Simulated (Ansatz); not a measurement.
**BClH₂S: a ladder of functionals and wavefunction methods**

An exercise on one series of results from a longer session: the logs are not shown, and one member is left open.

Program: Ansatz 0.2.0, Gaussian basis. Level of theory: functionals in def2-TZVPP, the program's frozen cores in correlated methods. These are calculated values, not measurements.

Levels to be run: PBE-D4, r2SCAN-D4, PBE0-D4, B3LYP-D4, ωB97X-V, ωB97M-V, B2PLYP; CCSD(T)/def2-TZVPP; CCSD(T)/def2-QZVPP; extrapolation to the limit.

### Structure used throughout

An earlier PBE0-D4 in a triple-zeta def2 set relaxation fixed the geometry.

SMILES `SBCl`, 5 atoms, charge 0, spin multiplicity 1.

Atoms are counted from 1 here; the program's logs count them from 0.

Bond lengths: S1–B2 1.779 Å, S1–H4 1.343 Å, B2–Cl3 1.745 Å, B2–H5 1.189 Å. Angles: B2–S1–H4 96.1°, S1–B2–Cl3 118.6°, S1–B2–H5 122.1°, Cl3–B2–H5 119.3°.

Set-up of the first run:

File in.yaml:

```yaml
crystal:
  periodic: [false, false, false]
  atoms:
    - {symbol: S, position_ang: [-1.247125, 0.479294, -0.127504]}
    - {symbol: B, position_ang: [0.455110, 0.033145, 0.132036]}
    - {symbol: Cl, position_ang: [1.518325, 1.193906, 0.885797]}
    - {symbol: H, position_ang: [-1.612480, -0.680123, -0.699119]}
    - {symbol: H, position_ang: [0.886159, -1.026221, -0.191200]}
basis:
  gaussian: {orbitals: def2-TZVPP}
hamiltonian: {xc: pbe, dispersion: d4}
output: {forces: true, orbitals: {seedname: orbitals}}
```

Run with:

```
ansatz run in.yaml --threads 2 --pin off --events-out ev --progress --plain --max-ram 20480MiB --backend cpu
```

Among the steps run: PBE-D4 (GGA); r2SCAN-D4 (meta-GGA); PBE0-D4 (hybrid); B3LYP-D4 (hybrid); ωB97X-V (range-separated); ωB97M-V (range-separated); B2PLYP (double hybrid); CCSD(T) in def2-TZVPP; CCSD(T) in def2-QZVPP.

One table of the session follows, with a row left open; its other results are not shown here.

```
            method  atomisation energy (kJ/mol)
            PBE-D4                       1669.1
         r2SCAN-D4                       1654.8
           PBE0-D4                       1644.4
          B3LYP-D4                       1624.1
           ωB97X-V                       1638.5
           ωB97M-V                            ?
            B2PLYP                       1609.8
     HF/def2-TZVPP                       1228.3
    MP2/def2-TZVPP                       1620.6
   CCSD/def2-TZVPP                       1550.3
CCSD(T)/def2-TZVPP                       1579.7
           MP2/CBS                       1662.8
       CCSD(T)/CBS                       1622.3
```

Estimate the missing values for ωB97M-V.

**Answer.** atomisation energy (kJ/mol): 1647.7. In the column «atomisation energy (kJ/mol)» it lies between PBE0-D4 (1644.4) and r2SCAN-D4 (1654.8).
